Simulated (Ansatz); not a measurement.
A nudged elastic band was laid between two geometries of C2H5NO2 (10 atoms, charge 0, multiplicity 1).

Theory: RKS PBE-D4/def2-SVP in Ansatz.

- movable images: 9
- climbing image: yes
- spring: 5.0 eV/Å²
- optimiser: quadratic models (default)
- start path: through a guess of the saddle point
- force threshold: 0.05 eV/Å
- iteration limit: 60
- end points: relaxed

Initial state:

```xyz
10
Properties=species:S:1:pos:R:3
N 0.658 -0.227 -1.256
C -0.073 -0.824 -0.270
O -0.508 -1.970 -0.307
C -0.302 0.088 0.950
O 0.034 1.453 0.748
H 0.930 -0.768 -2.076
H 1.045 0.703 -1.085
H -1.351 -0.069 1.286
H 0.349 -0.293 1.765
H -0.699 1.856 0.247
```

Final state:

```xyz
10
Properties=species:S:1:pos:R:3
N 0.660 -0.228 -1.255
C -0.074 -0.823 -0.271
O -0.511 -1.968 -0.309
C -0.302 0.088 0.949
O 0.033 1.454 0.747
H 1.048 0.701 -1.084
H 0.930 -0.768 -2.076
H -1.350 -0.070 1.289
H 0.351 -0.293 1.764
H -0.701 1.857 0.248
```

(1) What changes between the two ends?

(2) Give the energies along the band, and the barrier.

(3) What is the geometry of the highest image?

Results:

(1) No bond is made or broken. The dihedral H7–N1–C2–O3 goes from -174 to -4°. The two ends are copies of one structure, up to a mirror image or an exchange of like atoms.

(2) It converged. The highest image is number 4 of 0 to 10, 0.72 eV above the ends, which have the same energy within 2 meV. The profile has 3 maxima (images 4, 7, 9) with wells between them (images 6, 8): this band takes more than one step, which may be the mechanism or a detour left from its start path. A vibrational analysis at the climbing image gives one clearly imaginary mode, 412i cm⁻¹: a first-order saddle point.

```tsv
image	path coordinate (Å)	energy (eV)	dihedral H7–N1–C2–O3 (°)
0	0.00	0.00	-174
1	0.55	0.08	-152
2	1.10	0.31	-122
3	1.65	0.59	-89
4	2.21	0.72	-55
5	3.40	0.25	-4
6	4.60	0.04	2
7	5.79	0.29	2
8	6.99	0.03	-6
9	8.18	0.04	7
10	9.38	0.00	-4
```

(3) 
```xyz
10
Properties=species:S:1:pos:R:3
N 0.538 0.135 -1.226
C 0.109 -0.714 -0.111
O 0.188 -1.923 -0.104
C -0.474 0.114 1.032
O -0.287 1.489 0.886
H 0.031 -0.182 -2.066
H 1.524 -0.092 -1.428
H -1.558 -0.180 1.085
H -0.026 -0.272 1.979
H 0.037 1.573 -0.045
```

Run time: 7.1 min on 2 threads of Arm Neoverse V1 (shared host), peak memory 0.13 GiB.
